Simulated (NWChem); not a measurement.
**Correlation energy of H$_{2}$N**

```xyz
3

N      0.0000     0.0000    -0.1494
H      0.8027     0.0000     0.5229
H     -0.8027     0.0000     0.5229
```
Charge 0, spin multiplicity 2.

The numbers come from NWChem runs, not from measurements. Structure: optimised with UPBE/def2-SVP, a minimum by its harmonic frequencies.

Basis set: STO-3G. Each correlation energy counts from its own Hartree-Fock reference.

The correlated methods keep 1 core orbital frozen. The structure started from a generated list of species. The unpaired electrons of the parent sit in orbitals of symmetry b2 (C2v labels of the run); other states weren't searched. The stability of the SCF solutions was not checked. Open-shell Hartree-Fock references start from PBE0 orbitals. No row is a measurement; the coupled-cluster row has its own basis-set and correlation limits.

```
method           correlation energy (mHa)
---------------  ------------------------
UMP2                           (withheld)
SCS-UMP2                       (withheld)
CCSD on UHF                         -48.3
CCSD[T] on UHF                      -48.3
CCSD(T) on UHF                      -48.3
CCSD on ROHF                        -50.7
CCSD[T] on ROHF                     -50.8
CCSD(T) on ROHF                     -50.8
CCSDT on ROHF                       -50.8
```

Question: Some entries are withheld; supply them.

Answer: 
- UMP2, correlation energy (mHa): -32.2
- SCS-UMP2, correlation energy (mHa): -37.6
